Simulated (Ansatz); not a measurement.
Species: CH3O, charge 0, doublet. CH3O (SMILES C[O], doublet).
B3LYP-D3(BJ)/def2-TZVP minimum from Ansatz (a quantum-chemistry and plane-wave program):
```xyz
5

C      0.0422    -0.5697     0.0421
O     -0.0449     0.7878    -0.0350
H      1.0743    -0.9437    -0.0130
H     -0.4948    -0.9923     0.9030
H     -0.4741    -0.9483    -0.8625
```
Charge 0, spin multiplicity 2.

Quantity: atomisation energy (electronic, to ground-state atoms), in kJ/mol. Radicals and triplets start from unrestricted determinants; spin-orbit coupling is neglected. CBS(X,Y): correlation extrapolated as X^-3, Hartree-Fock from the larger set. A bracket is a step between two methods taken in the basis named. Functionals run without relativity, which enters their misses. 'core' is core correlation in cc-pwCVTZ, 'X2C' scalar relativity in cc-pVTZ-DK, both at CCSD(T). For partners of very few electrons the exact lower level stands in for a higher one.

CCSD(T)/CBS(aug-cc-pVTZ,aug-cc-pVQZ) + [CCSDT(Q) - CCSD(T)]/aug-cc-pVDZ + core + X2C (Ansatz) gives 1677.0 kJ/mol.

### Question
How far off this value is PBE/def2-TZVPD (Ansatz), in which direction, and which of these levels come nearer: r2SCAN/def2-TZVPD, B3LYP/def2-TZVPD, wB97M-V/def2-TZVPD, CCSD(T)/CBS(cc-pVTZ,cc-pVQZ) + core + X2C?

### Answer
PBE gives 1726.3 kJ/mol, 49.3 kJ/mol above it. Differences of the others: r2SCAN/def2-TZVPD (Ansatz) 17.5; B3LYP/def2-TZVPD (Ansatz) 9.3; wB97M-V/def2-TZVPD (Ansatz) 5.5; CCSD(T)/CBS(cc-pVTZ,cc-pVQZ) + core + X2C (Ansatz) -2.2 kJ/mol. Nearer than PBE: r2SCAN/def2-TZVPD, B3LYP/def2-TZVPD, wB97M-V/def2-TZVPD, CCSD(T)/CBS(cc-pVTZ,cc-pVQZ) + core + X2C.
